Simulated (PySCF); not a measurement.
Structure problem from calculated spectra and properties.

Elements present: C, F, H and N. Monoisotopic mass: 91.0234 u.

| Quantity | Value |
| --- | --- |
| Dipole | 3.21 D [CAM-B3LYP/def2-SVPD] |
| UV, first state | lowest singlet excitation: 7.61 eV (163 nm, f = 0.000) [TDDFT CAM-B3LYP/def2-SVPD] |
| Rotational structure | rotational constants A, B, C: 5.167, 2.921, 2.836 GHz [GFN2-xTB] |
| XPS | C1s 292.2, C1s 293.2, C1s 297.5, N1s 406.3, F1s 693.9 (×2) eV [ΔSCF SCAN, pcX-2 on the ionised atom, pcseg-1 elsewhere, spin-free X2C] |
| Triplet | lowest triplet excitation (Tamm–Dancoff): 6.31 eV [TDA CAM-B3LYP/def2-SVPD] |
| Polarisability | 41.5 au [CAM-B3LYP/def2-SVPD] |

Gas-phase values; electronic properties from PySCF, density fitting. Levels stand in brackets. Geometry: GFN2-xTB; no solvent, vibrations or thermal averaging.

Question: Which formula fits the mass and the elements?

Answer: C3H3F2N (calculated 91.0234). No other formula that holds each of these elements comes within 0.0003 u with a fitting electron parity and a possible valence count.

Question: Give a SMILES that accounts for the data.

Answer: Numbering: `[CH3:1][C:2]([F:3])([F:4])[C:5]#[N:6]`. Its formula, C3H3F2N, gives 2 degrees of unsaturation: 0 rings and 2 π bonds in the structure found. The core levels belong to: C1s 292.2 eV, methyl carbon [C1]; C1s 293.2 eV, nitrile carbon [C5]; C1s 297.5 eV, CF2 carbon [C2]; N1s 406.3 eV, nitrile nitrogen [N6]; F1s 693.9 eV, fluorine of a CF2 group [F3/F4]. The optimised geometry has point group Cs and is an asymmetric top. Structure: CH3CF2CN (`C(C(C)(F)F)#N`). Computed isomers that give other values at the same levels: `[H]/N=C\C=C(F)F` (rotational constant A: 9.938 GHz; this holds for the one conformer computed). The assignments are read from this structure; whether some other isomer fits the data as well wasn't checked.
